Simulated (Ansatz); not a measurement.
# BSiHO (singlet): from Hartree-Fock to the top rungs, cc-pVTZ

An exercise on one series of results from a longer session: the logs are not shown, and one member is left open.

Computed with Ansatz 0.2.0, Gaussian basis. Level: cc-pVTZ, core rule «outside noble gas», up to 7 orbitals frozen.

The runs, in order: UHF; CCSD(T) on RHF; CCSD(T) on UHF; BCCD(T) on RHF; CCSDT(Q) on RHF.

## The geometry

The geometry is a PBE0/def2-TZVP stationary point (not a proven minimum).

4 atoms, charge 0, spin multiplicity 1.

Atoms are counted from 1 here; the program's logs count them from 0.

Bond lengths: O1–B2 1.205 Å, B2–Si3 2.031 Å, Si3–H4 1.522 Å. Angles: O1–B2–Si3 175.7°, B2–Si3–H4 89.5°.

The first run:

File in.yaml:

```yaml
crystal:
  periodic: [false, false, false]
  atoms:
    - {symbol: O, position_ang: [0.000000, 0.023096, 1.916557]}
    - {symbol: B, position_ang: [0.000000, 0.040635, 0.711413]}
    - {symbol: Si, position_ang: [0.000000, -0.080455, -1.315687]}
    - {symbol: H, position_ang: [0.000000, 1.439380, -1.392054]}
basis:
  gaussian: {orbitals: cc-pVTZ}
magnetization: {spin_polarized: true, initial_magnetization: 0}
hamiltonian: {xc: hf}
output: {orbitals: {seedname: orbitals}}
```

The run is started by

```console
$ ansatz run in.yaml --threads 1 --pin off --events-out ev --progress --plain --max-ram 4096MiB --backend cpu
```

Among the steps run: UHF; CCSD(T) on RHF; CCSD(T) on UHF; BCCD(T) on RHF; CCSDT(Q) on RHF.

One of the session's tables, all rows but one given; the rest of the session is left out.

It belongs to the step «Misses and costs». 

```
   method  from RCCSDT(Q) (kJ/mol)
      RHF                  +1212.4
      UHF                  +1201.2
     RMP2                   +113.4
     UMP2                   +132.0
    RCCSD                    +59.8
    UCCSD                    +61.3
 RCCSD(T)                     +6.1
 UCCSD(T)                     +7.0
  BCCD(T)                     +5.7
   RCCSDT                        ?
RCCSDT(Q)                        0
```

Estimate the missing values for RCCSDT.

**Answer.** from RCCSDT(Q) (kJ/mol): +3.8. In the column «from RCCSDT(Q) (kJ/mol)» it lies between RCCSDT(Q) (0) and BCCD(T) (+5.7).

With the free atoms at the same levels and basis (separate runs), the atomisation energy is 14.833 eV at RCCSDT(Q), 14.812 eV at RCCSD(T), 14.803 eV at UCCSD(T), 10.607 eV at RHF.

Caveats from the session: Warnings: restricted reference is unstable; spin contamination; large T1 diagnostic. Restricted and unrestricted rows rest on different reference determinants; where their highest levels disagree by more than a few hundredths of an eV, they describe different states and don't form one ladder.
